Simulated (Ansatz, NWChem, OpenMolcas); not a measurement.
# Group exchange: CH3N + CH4O2 → CH3NO + CH4O

Species: CH3N `C=N`, singlet; CH4O2 (methanediol) `OCO`, singlet; CH3NO (formaldoxime) `C=NO`, singlet; CH4O (methanol) `CO`, singlet. The partners trade H for OH: N–H and C–OH bonds give way to N–OH and C–H.

Shapes, held fixed at every level: PBE0-D4/def2-TZVP. Flexible molecules stand in one conformer, not always the lowest. Programs: Ansatz 0.2.0, NWChem 7.3.0, OpenMolcas 26.06. A level may come from different programs for different species; with the same settings they agree closely. The zero-point and thermal change to 298 K, harmonic and unscaled (PBE0-D4/def2-TZVP), is -3.1 kJ/mol.

```
                             level           kind  ΔH(298 K) (kJ/mol)
                         HF/STO-3G   Hartree–Fock               +25.0
                          HF/3-21G   Hartree–Fock              +123.1
                       HF/def2-SVP   Hartree–Fock              +145.1
B3LYP/6-31G* (spherical functions)  global hybrid              +105.6
                     PBE0/def2-SVP  global hybrid              +116.4
```

PBE0/def2-SVP gives ΔH(298 K) = +116.4 kJ/mol; the levels span +25.0 to +145.1. The median of the levels is +116.4. No measured value is set beside it here. Rows in sets without polarisation functions are far from converged.
